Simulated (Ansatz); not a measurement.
The same path of CH4AlCl (7 atoms, charge 0, multiplicity 1) was run twice with different band settings. Lost on the way: Al1–H2, Al1–Cl3. Made: H2–Cl3.

Computed with Ansatz, RKS r2SCAN/6-31G*.

Relaxed end points:

```xyz
7
Properties=species:S:1:pos:R:3
Al 0.125 0.000 0.285
H 0.080 -0.005 1.871
Cl 2.061 0.004 -0.572
C -1.437 0.001 -0.875
H -2.043 -0.901 -0.712
H -2.091 0.855 -0.648
H -1.183 0.046 -1.940
```

```xyz
7
Properties=species:S:1:pos:R:3
Al -0.278 -0.001 -0.177
H 1.923 0.000 0.956
Cl 3.107 0.001 1.563
C -2.035 0.000 -1.090
H -2.619 -0.906 -0.864
H -2.656 0.860 -0.794
H -1.931 0.045 -2.186
```

Common settings: spring 5.0 eV/Å²; optimiser quadratic models (default); start path through a guess of the saddle point; force threshold 0.05 eV/Å; iteration limit 60; end points relaxed.

| run | movable images | climbing image |
| --- | --- | --- |
| 1 | 5 | yes |
| 2 | 8 | no |

Task: What does each run give, and how far can it be trusted?

Result: Run 1: converged after 17 iterations, highest image 3.146 eV above the first end. Neighbouring images differ by up to 1.7 eV, so the band resolves the path poorly. A vibrational analysis at the climbing image gives 2 clearly imaginary modes (384i, 68i cm⁻¹): a point of higher order. A lower path may pass nearby, or the ends, which weren't checked, may share the extra mode.
Run 2: converged after 16 iterations, highest image 3.107 eV above the first end. Neighbouring images differ by up to 1.6 eV, so the band resolves the path poorly. No image climbed, so the highest image needn't sit at the top of the path.
The orbitals stay closed-shell, which can raise the energy where a bond breaks towards radicals; this wasn't checked here.
